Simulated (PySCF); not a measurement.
## Which basis set comes closest?

Molecule: `[PH3+][BH3-]`, BH₆P.

Numbering as in the mapped SMILES `[BH3-:1][PH3+:2]`. Hydrogens are named by the atom that carries them.

Geometry PBE0-D3(BJ)/def2-SVP throughout; GIAO in PySCF, gas phase, one conformer, non-relativistic; equivalent atoms averaged; functional PBE0.

Reference values (measured; O. Kühl, Phosphorus-31 NMR Spectroscopy, Springer 2008, chapter 6 (publisher's sample)): δ(P2) = -113.0 ppm vs 85 % H3PO4. Computed shifts are taken against H3PO4, calculated as an isolated molecule at each level.

Question: How do the basis sets pcSseg-0, cc-pVDZ, aug-cc-pVDZ, IGLO-III, cc-pVTZ perform against the reference? Times are CPU seconds on 1 thread of an Intel Xeon 6975P-C, shared host.

Answer: 
```csv
basis set,functions,P2,abs. error P,core-s
pcSseg-0,34,-286.7,173.7,1.1
cc-pVDZ,62,-132.2,19.2,2
aug-cc-pVDZ,104,-149.3,36.3,3.4
IGLO-III,139,-137.0,24.0,4.5
cc-pVTZ,148,-141.7,28.7,4.9
```

For ³¹P the closest is cc-pVDZ (19.2 ppm) and the furthest pcSseg-0 (173.7 ppm). Where a smaller basis beats a larger one, errors probably cancel. One molecule is a small sample, and vibrational and solvent effects are absent from the calculation.

A small basis that lands close on one nucleus may do so by chance; judge by the trend and by all nuclei.
